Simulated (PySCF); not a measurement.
H5NOSi: core ionisation energies

H5NOSi.
Cartesian coordinates in Å at the PBE0-D3(BJ)/def2-SVP level; atoms count from 1:
```
atom  x, y, z in Å
N1     1.2098    0.2473    0.0377
Si2   -0.4441   -0.2092   -0.0962
O3    -1.4821    1.0326    0.2996
H4     1.6733    0.8633   -0.6186
H5     1.8670   -0.3190    0.5585
H6    -0.8726   -0.5689   -1.4765
H7    -0.5790   -1.3838    0.8203
H8    -1.2786    1.4816    1.1259
```

The calculation used delta-SCF UKS SCAN, pcX-2 on the ionised atom, pcseg-1 elsewhere, spin-free X2C (PySCF 2.14.0). Binding energies are ΔSCF values: E(core-ionised, relaxed orbitals) − E(ground state) at a fixed geometry, referred to the vacuum level.

Problem. What binding energy does each computed site have?

Solution. 
```
atom(s)     bonded to     level  binding energy (eV)  2p1/2 (eV)  count
     N1    2 H and Si      N 1s               404.88           –      1
    Si2  O, N and 2 H  Si 2p3/2               107.42      108.05      1
    Si2  O, N and 2 H     Si 1s              1847.47           –      1
     O3      H and Si      O 1s               538.38           –      1
```

Problem. Which photon energy gives electrons from N 1s of N1 a kinetic energy of 200 eV, and what is their de Broglie wavelength?

Solution. hν = 404.88 + 200 = 604.88 eV, recoil neglected; λ = 12.264 Å/√(E/eV) = 0.87 Å.

Spin–orbit coupling isn't in the SCF: each 2p doublet comes from a relaxed spin-free hole plus a matrix of the shell (mean-field spin–orbit coupling and the ground-state 2p splitting), with 2p3/2 averaged over its two sublevels. 2p1/2 minus 2p3/2 (ligand field included): Si 0.62 eV. The structure is a single PBE0-D3(BJ)/def2-SVP conformer in the gas phase; no vibrational or solvent corrections.
